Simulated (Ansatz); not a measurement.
# Relaxing Sc3I2

All numbers below come from DFT PBE, scalar-relativistic, plane waves, PAW in Ansatz 0.2.0. Cutoff 420 eV, Γ-centred k mesh, Gaussian smearing, no spin polarisation in the final step.

Sc3I2 was placed on the anti-tetradymite structure type (R-3m, No. 166), with I in place of Bi, Sc in place of Te, at a guessed volume.

```yaml
crystal:
  lattice:
    - [2.08218, 1.20215, 9.65196]
    - [-2.08218, 1.20215, 9.65196]
    - [0.00000, -2.40429, 9.65196]
  atoms:
    - { symbol: Sc, position: [0.00000, 0.00000, 0.00000] }
    - { symbol: Sc, position: [0.20950, 0.20950, 0.20950] }
    - { symbol: Sc, position: [0.79050, 0.79050, 0.79050] }
    - { symbol: I, position: [0.40000, 0.40000, 0.40000] }
    - { symbol: I, position: [0.60000, 0.60000, 0.60000] }
```

Steps on the 6×6×6 mesh (5 atoms). 10 of 10 steps are shown, and the free energy counts from the last. Trial steps that were taken back and renewals of the plane-wave basis can be among the rows.

```csv
step,ΔF (meV/atom),V (Å³/atom),P (GPa),largest force component (eV/Å)
1,238.1,28.99,-3.22,0.911
2,146.6,26.07,1.43,0.263
3,88.7,25.78,1.77,0.122
4,42.6,26.00,1.24,0.147
5,11.8,26.33,0.42,0.113
6,3.2,26.76,-0.41,0.057
7,2.4,26.47,0.12,0.018
8,0.3,26.47,0.29,0.019
9,0.0,26.68,-0.02,0.010
10,0.0,26.68,-0.02,0.010
```

A final relaxation ran on a 12×12×12 mesh. The relaxed crystal, R-3m (No. 166):

Space group R-3m:H (No. 166). a = 3.660 Å, b = 3.660 Å, c = 34.425 Å, α = 90.00°, β = 90.00°, γ = 120.00°
| atom | site | symmetry | x | y | z |
| --- | --- | --- | --- | --- | --- |
| Sc | 3a | -3m | 0.0000 | 0.0000 | 0.0000 |
| Sc | 6c | 3m | 0.3333 | 0.6667 | 0.8666 |
| I | 6c | 3m | 0.6667 | 0.3333 | 0.7304 |

| Item | Value |
| --- | --- |
| Volume per atom | 26.63 Å³ |
| Density | 4.85 g/cm³ |
| Energy over the elements | -0.39 eV/atom |
| Gap on the 12×12×12 mesh | 0 eV (a metal) |

Formation energies are uncorrected and refer to the elements' standard structures at the same level.

The final run used a 12×12×12 mesh on its 5-atom cell and 0.10 eV smearing. The k mesh leaves about 4 meV/atom of noise in metals. Spin–orbit coupling is left out.

A structure relaxed within its symmetry needn't be a true minimum.

Cost: 3 runs of about 6.5 core-minutes in all, on Arm Neoverse V1 (shared hosts).